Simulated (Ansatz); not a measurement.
# C2H3FO2: up Jacob's ladder to CCSD(T)

One table from this session's results is given with a row withheld; the runs are named, their logs left out.

Computed with Ansatz 0.2.0, Gaussian basis. Level: functionals in def2-TZVPP, the program's frozen cores in correlated methods.

Plan: PBE-D4, r2SCAN-D4, PBE0-D4, B3LYP-D4, ωB97X-V, ωB97M-V, B2PLYP; CCSD(T)/def2-TZVPP; CCSD(T)/def2-QZVPP; extrapolation to the limit.

### The geometry

An earlier PBE0-D4 in a triple-zeta def2 set relaxation fixed the geometry.

SMILES `O=COCF`, 8 atoms, charge 0, spin multiplicity 1.

Atoms are counted from 1 here; the program's logs count them from 0.

Bond lengths: O1–C2 1.190 Å, C2–O3 1.349 Å, C2–H6 1.098 Å, O3–C4 1.402 Å, C4–F5 1.360 Å, C4–H7 1.091 Å, C4–H8 1.090 Å. Angles: O1–C2–O3 125.9°, O1–C2–H6 125.4°, O3–C2–H6 108.7°, C2–O3–C4 116.4°, O3–C4–F5 109.3°, O3–C4–H7 110.7°, O3–C4–H8 106.2°, F5–C4–H7 108.6°, F5–C4–H8 108.8°, H7–C4–H8 113.2°.

Set-up of the first run:

Input file in.yaml:

```yaml
crystal:
  periodic: [false, false, false]
  atoms:
    - {symbol: O, position_ang: [-1.741927, 0.259403, 0.383897]}
    - {symbol: C, position_ang: [-0.739184, 0.751007, 0.795492]}
    - {symbol: O, position_ang: [0.515195, 0.406968, 0.437973]}
    - {symbol: C, position_ang: [0.633428, -0.593489, -0.536918]}
    - {symbol: F, position_ang: [0.574695, -0.027368, -1.772225]}
    - {symbol: H, position_ang: [-0.683812, 1.556773, 1.539852]}
    - {symbol: H, position_ang: [-0.177906, -1.316723, -0.447593]}
    - {symbol: H, position_ang: [1.619509, -1.036571, -0.400487]}
basis:
  gaussian: {orbitals: def2-TZVPP}
hamiltonian: {xc: pbe, dispersion: d4}
output: {forces: true, orbitals: {seedname: orbitals}}
```

Launch:

```console
$ ansatz run in.yaml --threads 2 --pin off --events-out ev --progress --plain --max-ram 32768MiB --backend cpu
```

Steps of the session up to this table: PBE-D4 (GGA); r2SCAN-D4 (meta-GGA); PBE0-D4 (hybrid); B3LYP-D4 (hybrid); ωB97X-V (range-separated); ωB97M-V (range-separated); B2PLYP (double hybrid); CCSD(T) in def2-TZVPP; CCSD(T) in def2-QZVPP.

One of the session's tables, all rows but one given; the rest of the session is left out.

| method | atomisation energy (kJ/mol) |
| --- | --- |
| PBE-D4 | 3478.0 |
| r2SCAN-D4 | 3353.7 |
| PBE0-D4 | 3347.1 |
| B3LYP-D4 | 3326.1 |
| ωB97X-V | 3342.1 |
| ωB97M-V | 3345.6 |
| B2PLYP | 3304.6 |
| HF/def2-TZVPP | 2258.8 |
| MP2/def2-TZVPP | 3358.1 |
| CCSD/def2-TZVPP | 3165.9 |
| CCSD(T)/def2-TZVPP | 3237.6 |
| MP2/CBS | ? |
| CCSD(T)/CBS | 3328.6 |

**Question.** Estimate the row for MP2/CBS.

The run gave: atomisation energy (kJ/mol): 3451.7. In the column «atomisation energy (kJ/mol)» it lies between MP2/def2-TZVPP (3358.1) and PBE-D4 (3478.0).

Caveats from the session: Free atoms (2 O, 2 C, 1 F, 3 H) were run apart at each level; the atomisation energy is their sum less the molecule, without zero-point or spin-orbit terms.
